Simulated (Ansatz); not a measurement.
in.yaml

```yaml
crystal:
  periodic: [false, false, false]
  atoms:
    - {symbol: Si, position_ang: [0.000000, 0.000000, 0.000000]}
    - {symbol: As, position_ang: [0.000000, 0.000000, 2.289000]}
basis:
  gaussian: {orbitals: def2-SVP}
magnetization: {spin_polarized: false, initial_magnetization: 3}
correlation: {method: ccsd_t, electrons: outside_noble_gas}
accuracy: high
```

```sh
$ ansatz run in.yaml --threads 1 --pin off --events-out ev --progress --plain --max-ram 2393MiB
```

Problem. Roughly how long does this take on 1 thread of Arm Neoverse V1, shared host, and how much host memory?

Solution. 15 s wall and 0.19 GiB.

```
787 factors; integrals over basis functions are off by at most 4.7e-9 eV
mean field evaluation 1: about -68643.7539 eV, gradient 5.4e0 eV
mean field evaluation 2: about -68643.8686 eV, gradient 5.6e0 eV
mean field evaluation 4: about -68644.1611 eV, gradient 1.8e0 eV
mean field evaluation 8: about -68644.1911 eV, gradient 2.5e-1 eV
mean field evaluation 16: about -68644.1928 eV, gradient 4.3e-2 eV
mean field evaluation 32: about -68644.1931 eV, gradient 9.9e-6 eV
mean field evaluation 64: about -68645.3876 eV, gradient 3.7e-8 eV
mean field evaluation 96: about -68644.1931 eV, gradient 2.6e-3 eV
mean field evaluation 128: about -68645.3876 eV, gradient 3.3e-3 eV
mean field evaluation 160: about -68644.7148 eV, gradient 2.0e-8 eV
...
mean field -68645.38758644 eV, -2522.6714642867 hartree, gradient 9.7e-9 eV, S^2 3.750000; 17 other end points of the search recorded, 0 dependent functions left out
...
determinant -68645.38758644 eV, -2522.6714642867 hartree, with singles and doubles -68649.76078510 eV, -2522.8321763731 hartree
determinant -68644.71481682 eV, -2522.6467404592 hartree, with singles and doubles -68649.50735233 eV, -2522.8228628910 hartree
determinant -68644.19314188 eV, -2522.6275692587 hartree, with singles and doubles -68648.93793437 eV, -2522.8019371667 hartree
determinant -68645.38758644 eV, -2522.6714642867 hartree, with singles and doubles -68649.76072955 eV, -2522.8321743318 hartree
determinant -68644.71481682 eV, -2522.6467404592 hartree, with singles and doubles -68649.51861757 eV, -2522.8232768807 hartree
...
19 core orbitals not correlated: weight in the atoms' cores, before any rotation towards them, 1.000 or more for the frozen orbitals, at most 0.000 for the correlated occupied ones
reference -68645.38758644 eV, -2522.6714642867 hartree; 6, 3 occupied and 25, 28 virtual orbitals, 787 factors
second order -3.40987644 eV of doubles, -0.12399504 eV of singles
...
cycle   4  -4.37314176 eV  change   -2.3e-7 eV  update   1.2e-7
cycle   5  -4.37314183 eV  change   -6.9e-8 eV  update   4.4e-8
cycle   6  -4.37314182 eV  change    4.5e-9 eV  update   2.9e-8
cycle   7  -4.37314183 eV  change   -6.2e-9 eV  update   2.2e-8
cycle   8  -4.37314176 eV  change    7.2e-8 eV  update   6.9e-8
cycle   9  -4.37314175 eV  change    1.1e-8 eV  update   2.2e-8
cycle  10  -4.37314174 eV  change    5.0e-9 eV  update   6.7e-9
cycle  11  -4.37314174 eV  change    1.6e-9 eV  update   2.7e-9
cycle  12  -4.37314174 eV  change   7.9e-10 eV  update   1.3e-9
cycle  13  -4.37314174 eV  change  -1.4e-10 eV  update  5.6e-10
perturbative correction -0.13538682 eV, -0.0049753739 hartree
Total energy: -68649.89611500 eV, -2522.8371496553 hartree
```
